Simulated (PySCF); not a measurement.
## The first ionisation energy along group 13

All values are computed (PySCF 2.14, energy differences of UHF-based or UKS calculations, no spin-orbit coupling). Values in eV. The last column holds reference values (NIST; (s) semi-empirical, (t) theoretical, else measured). Unmarked ones compare directly (S terms, centres of terms, or small fine structure); those marked * lie between the lowest fine-structure levels and include a spin-orbit shift.

```tsv
element	configurations	UHF	MP2 (valence)	SCS-MP2 (valence)	CCSD (valence)	CCSD(T) (valence)	reference
B (cc-pVDZ, non-relativistic)	[He] 2s2 2p1 → [He] 2s2	8.038	8.148	8.112	8.041	8.063	8.297
Al (cc-pV(D+d)Z, non-relativistic)	[Ne] 3s2 3p1 → [Ne] 3s2	5.586	5.738	5.718	5.829	5.848	5.977
Ga (cc-pVDZ-PP with ECP10MDF, ECP)	[Ar] 3d10 4s2 4p1 → [Ar] 3d10 4s2	5.515	5.665	5.644	5.727	5.739	5.931
In (cc-pVDZ-PP with ECP28MDF, ECP)	[Kr] 4d10 5s2 5p1 → [Kr] 4d10 5s2	5.198	5.325	5.305	5.381	5.392	5.603
```

Problem. Which of these methods has the smallest mean absolute error against the measured values here?

Solution. CCSD(T) (valence), with 0.191 eV.

```tsv
method	elements	mean error (eV)	mean absolute error (eV)	largest error (eV)
UHF	4	-0.368	0.368	-0.416
MP2 (valence)	4	-0.233	0.233	-0.279
SCS-MP2 (valence)	4	-0.257	0.257	-0.298
CCSD (valence)	4	-0.208	0.208	-0.255
CCSD(T) (valence)	4	-0.191	0.191	-0.234
```

Errors include the incompleteness of the basis and the frozen core.

"Valence" correlates the outer s and p shells and, in groups 3 to 12 and the f block, the outer d or f shell, open or full, or the next shell where the ion has no valence electron left; the wider scheme adds the next inner shell.
